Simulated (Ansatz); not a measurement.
A run of Ansatz (development build ahead of 0.2.0) on doublet H2O(+) at this shape:

```xyz
3

O     0.0008    0.0480   -0.1307
H    -0.0138    0.7737    0.4560
H    -0.0113   -0.8068    0.5142
```

Its results:

```
Converged                       : yes
Total energy                    : -75.64967 hartree
Spin squared of the determinant : 0.758
```

Q: Which input gives this output? Name the method, the orbitals and the basis set, and write the input.

A: UHF in cc-pVTZ.

```yaml
crystal:
  periodic: [false, false, false]
  atoms:
    - { symbol: O, position_ang: [0.00079, 0.04804, -0.13069] }
    - { symbol: H, position_ang: [-0.01383, 0.77373, 0.45602] }
    - { symbol: H, position_ang: [-0.01126, -0.80678, 0.51417] }
basis:
  gaussian: { orbitals: cc-pVTZ }
total_charge: 1
magnetization:
  spin_polarized: true
  initial_magnetization: 1
hamiltonian:
  xc: hf
```
